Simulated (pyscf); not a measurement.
Optimised with ωB97X-D3(BJ)/def2-SVP in PySCF.

### Question
Estimate the classical barrier height and the reaction energy of HO–Zn–OH + HO–SiH₃ → H₂O + HO–Zn–O–SiH₃ at ωB97M-D3(BJ)/def2-TZVP. The step runs on the singlet surface, breaks O–Zn, H–O and forms H–O, O–Zn; take the separated reactants as zero.

### Answer
ΔE‡ = -7.5 kcal/mol, ΔE = -4.7 kcal/mol. Zero-point energy shifts the barrier by -0.4 kcal/mol. It is a four-centre exchange, with an imaginary mode of 694i cm⁻¹. On the reactant side the descent ends in an adduct with a O–Zn contact, 13.7 kcal/mol under the separated species and 4.9 kcal/mol under the saddle at ωB97X-D3(BJ)/def2-TZVP. On the product side the descent ends in an adduct with a O–Zn contact, 15.1 kcal/mol under the separated species and 12.2 kcal/mol under the saddle at ωB97X-D3(BJ)/def2-TZVP. At ωB97M-D3(BJ) the saddle lies under the separated reactants, which points to a path from their complex (located at ωB97X-D3(BJ) alone). At ωB97M-D3(BJ) the saddle lies under the separated products, which points to a path from their complex (located at ωB97X-D3(BJ) alone). What is counted as formed (O–Zn) is already present as a longer contact in the reactant adduct; forming that adduct is a step of its own. What is counted as broken (O–Zn) persists as a longer contact in the product adduct; parting that adduct is a step of its own. This is the saddle that the search found; another between the same sides may lie lower. Elements up to Kr have no core potential and no relativistic terms here.
